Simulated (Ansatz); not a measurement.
**CHAlS (singlet): wave-function methods side by side at distance Al2–S3 = 3.291 Å, cc-pVDZ**

The task here is to estimate one member of a computed series from the others.

The runs use Ansatz 0.2.0, Gaussian basis; cc-pVDZ, core rule «outside noble gas», up to 11 orbitals frozen.

To be run: UHF; CCSD(T) on RHF; CCSD(T) on UHF; BCCD(T) on RHF; CISD; CCSDT(Q) on UHF; CASSCF and MRCISD+Q, 2 electrons in 2 orbitals; CASSCF and NEVPT2, 2 electrons in 2 orbitals; CASSCF and MRCISD+Q, 8 electrons in 8 orbitals; CASSCF and NEVPT2, 8 electrons in 8 orbitals.

45 further runs of the same task are left out: 4 for a mislabelled method, 37 that didn't finish, 4 set aside as unsound or not needed.

**The system**

The geometry derives from a PBE0/def2-TZVP stationary point (not a proven minimum). One bond is set to the value named and the two fragments are kept rigid.

4 atoms, charge 0, spin multiplicity 1.

Atoms are counted from 1 here; the program's logs count them from 0.

Bond lengths: C1–Al2 1.949 Å, C1–H4 1.103 Å. Angles: Al2–C1–H4 115.3°.

The first run:

in.yaml

```yaml
crystal:
  periodic: [false, false, false]
  atoms:
    - {symbol: C, position_ang: [0.000008, -0.334732, 1.631446]}
    - {symbol: Al, position_ang: [0.000052, -0.045015, -0.295458]}
    - {symbol: S, position_ang: [-0.000011, -0.201493, -3.582736]}
    - {symbol: H, position_ang: [-0.000049, 0.581240, 2.246749]}
basis:
  gaussian: {orbitals: cc-pVDZ}
magnetization: {spin_polarized: true, initial_magnetization: 0}
hamiltonian: {xc: hf}
output: {orbitals: {seedname: orbitals}}
```

Command:

```
> ansatz run in.yaml --threads 1 --pin off --events-out ev --progress --plain --max-ram 2393MiB
```

Among the steps run: UHF; CCSD(T) on RHF; CCSD(T) on UHF; BCCD(T) on RHF; CISD; CCSDT(Q) on UHF; CASSCF and MRCISD+Q, 2 electrons in 2 orbitals; CASSCF and NEVPT2, 2 electrons in 2 orbitals; CASSCF and MRCISD+Q, 8 electrons in 8 orbitals; CASSCF and NEVPT2, 8 electrons in 8 orbitals.

One table of the session follows, with a row left open; its other results are not shown here.

```
       method  from UCCSDT(Q) (kcal/mol)
          RHF                    +255.69
          UHF                          ?
         RMP2                     +96.60
         UMP2                     +42.43
         CISD                     +85.65
        RCCSD                     +61.35
        UCCSD                      +8.20
     RCCSD(T)                     +37.70
     UCCSD(T)                      +3.34
      BCCD(T)                     +47.12
       UCCSDT                      +0.86
    UCCSDT(Q)                          0
  CASSCF pair                    +246.36
  NEVPT2 pair                     +90.70
  MRCISD pair                     +80.31
MRCISD+Q pair                     +54.07
```

Estimate the missing values for UHF.

As computed: from UCCSDT(Q) (kcal/mol): +177.28. In the column «from UCCSDT(Q) (kcal/mol)» it lies between RMP2 (+96.60) and CASSCF pair (+246.36).

Left out of the table: CASSCF frontier, NEVPT2 frontier, MRCISD frontier, MRCISD+Q frontier (the active space lost an orbital or holds another state than full CI finds).

Limits of these values: The determinant is far from a pure spin state, so its energy mixes those of several spin states (harmless only where they are near-degenerate, as at dissociation). The program flags RCCSD(T), BCCD(T) as in doubt, so those rows may rest on another solution; read them beside their warnings. Warnings: restricted reference is unstable; spin contamination; large T1 diagnostic. Restricted and unrestricted rows rest on different reference determinants; where their highest levels disagree by more than a few hundredths of an eV, they describe different states and don't form one ladder. Warnings in the runs' records: passed over end.
